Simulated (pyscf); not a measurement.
# Routes from HO–Ti(F)(F)–F + water (H₂O)

Candidate steps break at most two bonds and form at most two. Each was searched with GFN2-xTB (tblite) first. Optimised with ωB97X-D3(BJ)/def2-SVP in PySCF. Energies: ωB97M-D3(BJ)/def2-TZVP, eV, from the separated reactants, singlet surface.

```tsv
products	type	ΔE‡	ΔE	ΔG‡ 298 K	ΔG‡ 900 K	ν‡ (cm⁻¹)
HO–Ti(F)(F)–F + H₂O	four-centre exchange	0.21	0.00	0.70	1.78	1024i
HO–Ti(OH)(F)–F + HF	four-centre exchange	0.36	+0.47	–	–	650i
```

A dash marks a saddle under its separated products, whose escape then sets the rate. Row 1: On the reactant side the descent ends in an adduct with a O–Ti contact (not fully relaxed), 0.60 eV under the separated species and 0.75 eV under the saddle at ωB97X-D3(BJ)/def2-TZVP. On the product side the descent ends in an adduct with a O–Ti contact, 0.61 eV under the separated species and 0.77 eV under the saddle at ωB97X-D3(BJ)/def2-TZVP. Row 2: On the reactant side the descent ends in an adduct with a O–Ti contact (not fully relaxed), 0.58 eV under the separated species and 0.90 eV under the saddle at ωB97X-D3(BJ)/def2-TZVP. On the product side the descent ends in a complex, 0.34 eV under the separated species and 0.21 eV under the saddle at ωB97X-D3(BJ)/def2-TZVP. 

Plain bond fissions and candidates not yet searched are not listed, and one of them may be faster. Each barrier is that of the saddle found; lower ones may exist.
